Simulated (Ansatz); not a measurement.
# Relaxing SrV3

These are results of DFT PBE, scalar-relativistic, plane waves, PAW (Ansatz), not measurements. Cutoff 420 eV, Γ-centred k mesh, Gaussian smearing, no spin polarisation in the final step.

The start puts SrV3 on the Ni3Sn (D0_19) structure type (P6_3/mmc, No. 194), with Sr in place of Sn, V in place of Ni, at a guessed volume.

```yaml
crystal:
  lattice:
    - [5.92544, 0.00000, 0.00000]
    - [-2.96272, 5.13158, 0.00000]
    - [0.00000, 0.00000, 4.75608]
  atoms:
    - { symbol: Sr, position: [0.33333, 0.66667, 0.25000] }
    - { symbol: Sr, position: [0.66667, 0.33333, 0.75000] }
    - { symbol: V, position: [0.83300, 0.66600, 0.25000] }
    - { symbol: V, position: [0.16700, 0.83300, 0.75000] }
    - { symbol: V, position: [0.33400, 0.16700, 0.25000] }
    - { symbol: V, position: [0.16700, 0.33400, 0.75000] }
    - { symbol: V, position: [0.83300, 0.16700, 0.25000] }
    - { symbol: V, position: [0.66600, 0.83300, 0.75000] }
```

Cell and atoms relax at zero pressure; the relaxation can't lower the symmetry of the start. After a coarse first stage the cell is made exact in the group found at 0.06 Å.

Energies over the elements count from the elements' standard structures at the same level, with no empirical corrections.

Task: What does it relax into?

Result: It keeps P6_3/mmc (No. 194), but not the shape of the type it started on. Conventional cell: a = 7.072 Å, c = 4.668 Å. Sr has 12 V at 3.61–3.62 Å; V has 2 V at 2.29 Å and 4 V at 2.68 Å.

```xyz
8
Lattice="7.0716 0.0000 0.0000 -3.5358 6.1242 0.0000 0.0000 0.0000 4.6684" Properties=species:S:1:pos:R:3 pbc="T T T"
Sr    0.0000    4.0828    1.1671
Sr    3.5358    2.0414    3.5013
V     3.5358    4.8025    1.1671
V    -2.3912    5.4633    3.5013
V     1.1446    0.6608    1.1671
V     0.0000    1.3217    3.5013
V     5.9270    0.6608    1.1671
V     2.3912    5.4633    3.5013
```

Task: What are its volume, energy, density and gap?

Result: The volume per atom is 25.27 Å³. The density is 3.95 g/cm³ and the energy over the elements is 0.74 eV/atom. The gap on the 6×6×8 mesh is 0 eV (a metal).

The final run used a 6×6×8 mesh on its 8-atom cell and 0.10 eV smearing. The k mesh leaves about 4 meV/atom of noise in metals. Symmetry constrained the relaxation, so the result can be a saddle point. The steps took roughly 5 core-minutes in all.